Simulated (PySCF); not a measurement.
Partial charges of the chloronium Ion

Species: the chloronium Ion, H2Cl (charge +1).
Numbering: `[ClH2+:1]` (hydrogens: H2, H3 on Cl1)

Cartesian coordinates in Å at the GFN2-xTB level; atoms count from 1:
```
atom  x, y, z in Å
Cl1    0.004    0.560   -0.002
H2    -0.980   -0.280   -0.011
H3     0.987   -0.282    0.001
```

Density: PBE0/pcSseg-1 (PySCF); schemes: Mulliken, IAO, Hirshfeld and ESP-fitted. Isolated species at its GFN2-xTB geometry, gas phase.

Problem. For which atoms does the sign change between the 4 schemes (beyond +0.03 e in one, beyond −0.03 e in another)?

Solution. For none.

Problem. Do the Mulliken, IAO, Hirshfeld and ESP-fitted schemes agree on where the charge is highest?

Solution. The schemes don't all agree: Mulliken H2 and H3 (+0.344); IAO Cl1 (+0.371); Hirshfeld Cl1 (+0.495); ESP-fitted H3 (+0.337).

Problem. At which atom do the 4 schemes differ most?

Solution. At Cl1: from +0.312 (Mulliken) to +0.495 e (Hirshfeld), 0.183 e apart.

Problem. What partial charge does each atom carry?

Solution. In e:

| atom | environment | Mulliken | IAO | Hirshfeld | ESP-fitted |
| --- | --- | --- | --- | --- | --- |
| Cl1 | chlorine bonded to 2 H | +0.312 | +0.371 | +0.495 | +0.328 |
| H2 | hydrogen on Cl1 | +0.344 | +0.315 | +0.252 | +0.336 |
| H3 | hydrogen on Cl1 | +0.344 | +0.315 | +0.253 | +0.337 |

Mean size of the charges over all atoms: Hirshfeld 0.333 e, ESP-fitted 0.333 e, Mulliken 0.333 e, IAO 0.333 e. Each set sums to the total charge, 1, to within 0.001 e. The IAO scheme counts the electrons in orthogonalised intrinsic atomic orbitals, a minimal basis polarised so that it spans the occupied orbitals exactly. The ESP scheme fits charges at the nuclei, held to the total charge, to the electrostatic potential on points at 1.4 to 2.0 times the van der Waals radii.

Problem. How many electrons does the ESP-fitted scheme count on Cl1?

Solution. Z − q = 17 − (+0.328) = 16.672.

Problem. Sum the charges by element, for elements with more than one atom.

Solution. 
```csv
element,atoms,Mulliken,IAO,Hirshfeld,ESP-fitted
H,2,+0.688,+0.629,+0.505,+0.672
```

These values come from a run that also computed NMR shieldings. Time: 1.9 s wall. Hardware: an Arm Neoverse N1 with one thread, no GPU, on a shared host.
